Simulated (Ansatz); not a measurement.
Relaxation of CHBF (4 atoms, charge -1, multiplicity 1), to a largest force component of 0.02 eV/Å in at most 50 steps.

Method: Ansatz, RKS B3LYP/def2-TZVP.

```xyz
4
Properties=species:S:1:pos:R:3
C -0.038 0.704 -0.230
B 0.030 -0.538 0.176
F 0.104 -1.886 0.624
H -0.095 1.719 -0.570
```

Question: Where does it end, and by what steps?

Answer: The forces met the threshold. Limits of this set-up: an anion without diffuse functions, the dipole of an ion depends on the origin. After 3 steps the energy has fallen by 0.066 eV; F3 moved furthest, 0.05 Å.

```
step  energy less start (eV)  largest force component (eV/Å)  accepted
   0                  0.0000                           2.013       yes
   1                 -0.0486                           1.076       yes
   2                 -0.0656                           0.288       yes
   3                 -0.0660                           0.016       yes
```

```xyz
4
Properties=species:S:1:pos:R:3
C -0.038 0.693 -0.227
B 0.030 -0.554 0.182
F 0.102 -1.842 0.609
H -0.094 1.703 -0.564
```

Whether the end is a true minimum wasn't checked by a vibrational analysis.

Time of the run: 4.2 s on 2 threads of Arm Neoverse V2, on a shared host, peak memory 0.13 GiB.
